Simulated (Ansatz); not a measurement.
Zr₂B: from a trial structure to a relaxed crystal

These are results of DFT r2SCAN, scalar-relativistic, plane waves, PAW in Ansatz, not measurements. Cutoff 500 eV, Γ-centred k mesh, Gaussian smearing, no spin polarisation in the final step.

The start puts Zr₂B on the marcasite structure type (Pnnm, No. 58), with B in place of Fe, Zr in place of S, at a guessed volume.

```
CELL_PARAMETERS angstrom
4.24521 0.00000 0.00000
0.00000 5.18125 0.00000
0.00000 0.00000 3.23448
ATOMIC_POSITIONS crystal
Zr 0.20040 0.37870 0.00000
Zr 0.79960 0.62130 0.00000
Zr 0.70040 0.12130 0.50000
Zr 0.29960 0.87870 0.50000
B 0.00000 0.00000 0.00000
B 0.50000 0.50000 0.50000
```

Cell and atoms relax at zero pressure; the relaxation can't lower the symmetry of the start. After a coarse first stage the cell is made exact in the group found at 0.06 Å.

Formation energies are uncorrected and refer to the elements' standard structures at the same level.

**Question.** Which crystal results?

**Answer.** It keeps Pnnm (No. 58). The result has the CaCl2 structure. Conventional cell: a = 5.641 Å, b = 5.713 Å, c = 3.479 Å. Around Zr lie 3 B at 2.40–2.41 Å; around B lie 6 Zr at 2.40–2.41 Å.

Space group Pnnm (No. 58). a = 5.641 Å, b = 5.713 Å, c = 3.479 Å, α = 90.00°, β = 90.00°, γ = 90.00°
```
atom site symmetry x y z
  Zr    4g       ..m  0.2579  0.3353  0.0000
   B    2a     ..2/m  0.0000  0.0000  0.0000
```

**Question.** What are its volume, energy, density and gap?

**Answer.** The volume per atom is 18.68 Å³ and the density is 5.73 g/cm³. The energy over the elements is -0.32 eV/atom. The gap on the 8×8×12 mesh is 0 eV (a metal).

The final run used a 8×8×12 mesh on its 6-atom cell and 0.10 eV smearing. For metals, differences of a few meV/atom aren't resolved. A structure relaxed within its symmetry needn't be a true minimum.